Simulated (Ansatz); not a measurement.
# CH3AlSi (SMILES [AlH2][C]#[SiH]): functionals against CCSD(T) at one geometry

The atoms stand at a structure displaced at random from a GFN2-xTB minimum. How far do the functionals agree with CCSD(T) there?

Method: single points in def2-TZVPP; program: Ansatz 0.2.0, Gaussian basis.

Cores are frozen in the correlated methods. B3LYP uses VWN-RPA correlation.

**1. Where the work starts**

6 atoms, charge 0, spin multiplicity 1.

Atoms are counted from 1 here; the program's logs count them from 0.

Bond lengths: Al1–C2 2.000 Å, Al1–H4 1.499 Å, Al1–H5 1.532 Å, C2–Si3 1.723 Å, Si3–H6 1.472 Å. Angles: C2–Al1–H4 125.7°, C2–Al1–H5 126.6°, H4–Al1–H5 107.0°, Al1–C2–Si3 103.8°, C2–Si3–H6 174.1°.

As a file:

```
Al   -0.7683    0.2644   -0.8805
C     0.7660   -0.9621   -0.5059
Si    1.1763   -0.6208    1.1319
H    -2.0381   -0.1127   -1.5812
H    -0.7779    1.7885   -0.7267
H     1.6287   -0.4419    2.5212
```

**2. CCSD(T)/def2-TZVPP**

The input, run/in.yaml:

```yaml
crystal:
  periodic: [false, false, false]
  atoms:
    - {symbol: Al, position_ang: [-0.768300, 0.264400, -0.880500]}
    - {symbol: C, position_ang: [0.766000, -0.962100, -0.505900]}
    - {symbol: Si, position_ang: [1.176300, -0.620800, 1.131900]}
    - {symbol: H, position_ang: [-2.038100, -0.112700, -1.581200]}
    - {symbol: H, position_ang: [-0.777900, 1.788500, -0.726700]}
    - {symbol: H, position_ang: [1.628700, -0.441900, 2.521200]}
basis:
  gaussian: {orbitals: def2-TZVPP}
correlation: {method: ccsd_t}
output: {forces: true}
```

The command line of these runs was not kept.

**3. PBE0-D4/def2-TZVPP**

Changes to run/in.yaml since step 2:

```diff
@@ -11,3 +11,3 @@
   gaussian: {orbitals: def2-TZVPP}
-correlation: {method: ccsd_t}
-output: {forces: true}
+hamiltonian: {xc: pbe0, dispersion: d4}
+output: {forces: true, orbitals: {seedname: orbitals}}
```

**4. wB97M-V/def2-TZVPP**

Changes to run/in.yaml since step 3:

```diff
@@ -11,3 +11,3 @@
   gaussian: {orbitals: def2-TZVPP}
-hamiltonian: {xc: pbe0, dispersion: d4}
-output: {forces: true, orbitals: {seedname: orbitals}}
+hamiltonian: {xc: {name: wB97M-V}}
+output: {forces: true}
```

**5. r2SCAN-D4/def2-TZVPP**

Changes to run/in.yaml since step 4:

```diff
@@ -11,3 +11,3 @@
   gaussian: {orbitals: def2-TZVPP}
-hamiltonian: {xc: {name: wB97M-V}}
+hamiltonian: {xc: r2scan, dispersion: d4}
 output: {forces: true}
```

**6. PBE-D4/def2-TZVPP**

Changes to run/in.yaml since step 5:

```diff
@@ -11,3 +11,3 @@
   gaussian: {orbitals: def2-TZVPP}
-hamiltonian: {xc: r2scan, dispersion: d4}
+hamiltonian: {xc: pbe, dispersion: d4}
 output: {forces: true}
```

**7. B3LYP-D4/def2-TZVPP**

Changes to run/in.yaml since step 6:

```diff
@@ -11,3 +11,3 @@
   gaussian: {orbitals: def2-TZVPP}
-hamiltonian: {xc: pbe, dispersion: d4}
+hamiltonian: {xc: {name: B3LYP}, dispersion: d4}
 output: {forces: true}
```

**8. BLYP-D4/def2-TZVPP**

Changes to run/in.yaml since step 7:

```diff
@@ -11,3 +11,3 @@
   gaussian: {orbitals: def2-TZVPP}
-hamiltonian: {xc: {name: B3LYP}, dispersion: d4}
+hamiltonian: {xc: {name: BLYP}, dispersion: d4}
 output: {forces: true}
```

(Steps that only read results are left out.)

What does the calculation give? Wanted: energy less free atoms, CCSD(T)/def2-TZVPP; RMS force component; RMS force error; HOMO and LUMO, PBE0-D4; T1 diagnostic.

As calculated:

```
                                  quantity                                                                                            value
energy less free atoms, CCSD(T)/def2-TZVPP                                                                                   -1557.3 kJ/mol
                       RMS force component                                                             0.809 to 1.101 eV/Å over the methods
                           RMS force error  PBE0-D4 0.302, wB97M-V 0.399, r2SCAN-D4 0.220, PBE-D4 0.153, B3LYP-D4 0.252, BLYP-D4 0.098 eV/Å
                    HOMO and LUMO, PBE0-D4                                                                               -6.87 and -2.35 eV
                             T1 diagnostic                                                                                            0.024
```

What this shows: Against CCSD(T) the functionals' energies less atoms differ by -54.5 to -4.0 kJ/mol, PBE-D4 by -54.5 kJ/mol. CCSD(T) in triple zeta still lacks some correlation energy of the bonds, so part of these gaps is its own basis error and they don't rank the functionals. For forces BLYP-D4 does best and wB97M-V worst. Frozen-core CCSD(T) forces in triple zeta carry basis errors of their own, and this is one geometry, so small gaps rank nothing. The restricted Hartree–Fock reference is unstable towards an unrestricted one at one or more of these structures.
